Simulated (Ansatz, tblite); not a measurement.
Forces on the cluster Mg₃H₅⁻ at its r2SCAN-D4/def2-TZVPD geometry. Charge -1, multiplicity 1.

The xTB rows come from tblite. The restricted singlet is unstable towards broken spin symmetry in Hartree–Fock (as tested in another run); at PBE-D4/def2-TZVPD this wasn't settled. The structure comes from a short search, and lower isomers may exist.

GFN1-xTB (tblite), largest force 1.60 eV/Å:

```xyz
8
positions Å, forces eV/Å
Mg    1.039    0.631   -0.530    0.317    0.238   -0.245
Mg   -1.794    0.149   -1.334   -1.355   -0.706    0.479
Mg   -0.827   -0.897    1.139   -0.096    0.073   -0.191
H     2.726    1.135   -0.445   -0.263   -0.109    0.042
H    -0.946   -1.767    2.649   -0.096    0.231   -0.476
H     0.325   -1.171   -0.357    0.412   -0.543   -0.001
H    -0.358    0.920    0.793    0.099    0.420    0.529
H    -0.166    0.999   -1.915    0.982    0.396   -0.137
```

GFN2-xTB (tblite), largest force 1.50 eV/Å:

```
Mg 0.459 0.297 -0.270
Mg -0.854 -0.800 0.946
Mg -1.100 -0.023 -0.613
H -0.365 -0.151 0.058
H -0.037 0.097 -0.199
H 0.992 -0.869 -0.394
H 0.339 1.134 0.707
H 0.567 0.316 -0.236
```

PBE-D4/def2-TZVPD (Ansatz), largest force 0.11 eV/Å:

```
Mg 0.064 0.023 -0.007
Mg -0.102 -0.045 0.020
Mg 0.003 -0.003 0.006
H 0.032 0.006 0.009
H -0.014 -0.016 0.021
H 0.005 -0.058 -0.036
H -0.032 0.056 0.025
H 0.044 0.036 -0.038
```
